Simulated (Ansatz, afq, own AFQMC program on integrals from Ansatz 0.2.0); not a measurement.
AFQMC on a folder of integrals that Ansatz 0.2.0 wrote.

```yaml
crystal:
  periodic: [false, false, false]
  atoms:
    - {symbol: N, position_ang: [-0.117520, 0.000000, 0.854045]}
    - {symbol: C, position_ang: [0.112342, 0.000000, -0.967881]}
    - {symbol: H, position_ang: [0.293280, -1.103203, 1.484771]}
    - {symbol: H, position_ang: [0.293279, 1.103203, 1.484771]}
    - {symbol: H, position_ang: [-0.146071, -1.232511, -1.652153]}
    - {symbol: H, position_ang: [-0.146072, 1.232511, -1.652153]}
basis:
  gaussian: {orbitals: 6-31G}
magnetization: {spin_polarized: true, initial_magnetization: 1}
correlation: {method: ccsd_t, electrons: outside_noble_gas, hamiltonian_folder: ham}
```

```sh
$ ansatz run in.yaml --threads 1 --pin off --events-out ev --progress --plain --max-ram 1382MiB
```

afq runs on the folder ham with

```
--method phaseless --trial cisd --walkers 70 --populations 1 --least-time 40 --time-step 0.005 --steps-per-block 50 --equilibration-blocks 40 --max-blocks 300 --target-error 0.00086 --factor-cut 1e-05 --start spin_pure --seed 1707 --release-times 0.24,0.51,0.99,1.62,2.4 --release-step 0.03 --release-every 4 --taylor-order 6
```

Times are imaginary, in 1/Eh. The walk had a cap of 512 s.

Output of the walk:

```
orbitals 24  electrons 7 6  factors 163 of 387
reference energy -94.27009075 Eh
CCSD correlation -0.26460305 Eh in 15 cycles, weight of the determinant in the CISD state 0.8157
energy of the start -94.528217 Eh
 block  time / (1/Eh)  mean weight  energy / Eh
     1     0.250  0.9998  -94.526790
     2     0.500  0.9997  -94.529993
     3     0.750  1.0003  -94.529752
     4     1.000  0.9990  -94.545692
     5     1.250  1.0009  -94.536286
    10     2.500  0.9998  -94.539612
    49    12.250  0.9986  -94.542224
    89    22.250  0.9967  -94.540224
   129    32.250  1.0000  -94.536965
   169    42.250  0.9998  -94.528937
   185    46.250  0.9993  -94.583789
   209    52.250  0.9996  -94.533663
   217    54.250  1.0012  -94.527977
   249    62.250  0.9989  -94.536887
   289    72.250  1.0006  -94.551418
   329    82.250  0.9983  -94.534952
   337    84.250  0.9999  -94.536797
blocks merged  error / Eh  count
     1  0.000663  300
     2  0.000809  150
     4  0.000977  75
     8  0.001157  37
    16  0.001043  18
    32  0.001109  9
released: time / (1/Eh)  energy / Eh  error  mean overlap
  0.24  -94.544327  0.001340  0.9974
  0.51  -94.544871  0.001144  0.9954
  0.99  -94.546868  0.000844  0.9863
  1.62  -94.545739  0.000921  1.0017
  2.40  -94.544313  0.001031  1.0325
energy -94.542307 +/- 0.001157 Eh
(rows thinned)
```

The run passed its tests (sampling time, drift between the halves within three errors, error under three times the target), which doesn't prove that it has relaxed.

Against this walk (error 31.5 meV) on the same determinant: CCSD(T) 43.7 meV lower (within the noise), CCSDT(Q) 113.4 meV lower. The error is statistical and leaves out the bias of the constraint. The determinant has ⟨S²⟩ = 0.86, so the low cluster orders mix in higher spin (the high orders can go on to a lower state of that spin), while the walk starts as a pure doublet. Released to 2.40 1/Eh the energy moves by -55 ± 42 meV (both errors), within twice the noise. CCSDT(Q) is the surest value here, so the walk's 113 meV above it is most likely the bias of the constraint with this trial, which can have either sign.

Cautions: constraint bias not in the error; error above the target (31.5 against 23.4 meV); unrestricted determinant spin contaminated (⟨S²⟩ 0.86 against 0.75).

The walk took 4 min on 1 thread of Arm Neoverse V1 (shared host). The log's last line is the phaseless energy.

CCSDT and higher add their correlation energy to the determinant of the CCSD(T) run, since their own runs factorise the integrals more tightly (a shift of under 2 meV). A walk keeps the symmetry of its determinant, which the program's search chose and which needn't be the lowest solution, so a lower state of the same spin and another symmetry isn't excluded.
